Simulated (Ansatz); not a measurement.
# CH4OS (SMILES OCS): single points off equilibrium

A test off equilibrium: a structure displaced at random from a GFN2-xTB minimum is computed at several levels, and each is set against CCSD(T).

The runs use Ansatz 0.2.0, Gaussian basis; single points in def2-TZVPP.

Cores are frozen in the correlated methods.

## 1. The starting structure

7 atoms, charge 0, spin multiplicity 1.

Atoms are counted from 1 here; the program's logs count them from 0.

Bond lengths: O1–C2 1.371 Å, O1–H4 0.959 Å, C2–S3 1.857 Å, C2–H5 1.118 Å, C2–H6 1.116 Å, S3–H7 1.339 Å. Angles: C2–O1–H4 109.0°, O1–C2–S3 113.7°, O1–C2–H5 111.9°, O1–C2–H6 108.6°, S3–C2–H5 104.7°, S3–C2–H6 108.0°, H5–C2–H6 109.8°, C2–S3–H7 94.8°.

Coordinates:

```mol
CH4OS
  3D, bonds by distance, orders not assigned

  7  6  0  0  0  0  0  0  0  0999 V2000
   -1.1729   -0.4524   -0.1268 O   0  0
   -0.1612    0.4689   -0.0360 C   0  0
    1.5334   -0.2883    0.0172 S   0  0
   -1.0793   -0.9382   -0.9482 H   0  0
   -0.1386    1.1531   -0.9203 H   0  0
   -0.3032    1.0625    0.8982 H   0  0
    1.3157   -0.9719    1.1472 H   0  0
  1  2  8  0
  1  4  8  0
  2  3  8  0
  2  5  8  0
  2  6  8  0
  3  7  8  0
M  END
```

## 2. CCSD(T)/def2-TZVPP

File run/in.yaml:

```yaml
crystal:
  periodic: [false, false, false]
  atoms:
    - {symbol: O, position_ang: [-1.172900, -0.452400, -0.126800]}
    - {symbol: C, position_ang: [-0.161200, 0.468900, -0.036000]}
    - {symbol: S, position_ang: [1.533400, -0.288300, 0.017200]}
    - {symbol: H, position_ang: [-1.079300, -0.938200, -0.948200]}
    - {symbol: H, position_ang: [-0.138600, 1.153100, -0.920300]}
    - {symbol: H, position_ang: [-0.303200, 1.062500, 0.898200]}
    - {symbol: H, position_ang: [1.315700, -0.971900, 1.147200]}
basis:
  gaussian: {orbitals: def2-TZVPP}
correlation: {method: ccsd_t}
output: {forces: true}
```

The command line of these runs was not kept.

## 3. PBE0-D4/def2-TZVPP

Edit run/in.yaml of step 2 so:

```diff
@@ -12,3 +12,3 @@
   gaussian: {orbitals: def2-TZVPP}
-correlation: {method: ccsd_t}
-output: {forces: true}
+hamiltonian: {xc: pbe0, dispersion: d4}
+output: {forces: true, orbitals: {seedname: orbitals}}
```

## 4. wB97M-V/def2-TZVPP

Edit run/in.yaml of step 3 so:

```diff
@@ -12,3 +12,3 @@
   gaussian: {orbitals: def2-TZVPP}
-hamiltonian: {xc: pbe0, dispersion: d4}
-output: {forces: true, orbitals: {seedname: orbitals}}
+hamiltonian: {xc: {name: wB97M-V}}
+output: {forces: true}
```

## 5. r2SCAN-D4/def2-TZVPP

Edit run/in.yaml of step 4 so:

```diff
@@ -12,3 +12,3 @@
   gaussian: {orbitals: def2-TZVPP}
-hamiltonian: {xc: {name: wB97M-V}}
+hamiltonian: {xc: r2scan, dispersion: d4}
 output: {forces: true}
```

## 6. PBE-D4/def2-TZVPP

Edit run/in.yaml of step 5 so:

```diff
@@ -12,3 +12,3 @@
   gaussian: {orbitals: def2-TZVPP}
-hamiltonian: {xc: r2scan, dispersion: d4}
+hamiltonian: {xc: pbe, dispersion: d4}
 output: {forces: true}
```

## 7. B97M-V/def2-TZVPP

Edit run/in.yaml of step 6 so:

```diff
@@ -12,3 +12,3 @@
   gaussian: {orbitals: def2-TZVPP}
-hamiltonian: {xc: pbe, dispersion: d4}
+hamiltonian: {xc: {name: B97M-V}}
 output: {forces: true}
```

## 8. SPW92/def2-TZVPP

Edit run/in.yaml of step 7 so:

```diff
@@ -12,3 +12,3 @@
   gaussian: {orbitals: def2-TZVPP}
-hamiltonian: {xc: {name: B97M-V}}
+hamiltonian: {xc: lda}
 output: {forces: true}
```

(Steps that only read results are left out.)

Before running it: what results should come out? Wanted: energy less free atoms, CCSD(T)/def2-TZVPP; RMS force component; RMS force error; HOMO and LUMO, PBE0-D4; T1 diagnostic.

The runs gave:

| quantity | value |
| --- | --- |
| energy less free atoms, CCSD(T)/def2-TZVPP | -2328.0 kJ/mol |
| RMS force component | 0.384 to 0.518 eV/Å over the methods |
| RMS force error | PBE0-D4 0.167, wB97M-V 0.076, r2SCAN-D4 0.111, PBE-D4 0.245, B97M-V 0.138, SPW92 0.416 eV/Å |
| HOMO and LUMO, PBE0-D4 | -7.10 and 0.33 eV |
| T1 diagnostic | 0.011 |

Against CCSD(T) the functionals' energies less atoms differ by -467.2 to -67.1 kJ/mol, PBE-D4 by -127.3 kJ/mol. The reference is not at the basis limit: in triple zeta CCSD(T) underbinds, which counts against methods that bind more; the gaps are no ranking. The forces of wB97M-V come nearest to CCSD(T), those of SPW92 are farthest. Frozen-core CCSD(T) forces in triple zeta carry basis errors of their own, and this is one geometry, so small gaps rank nothing.
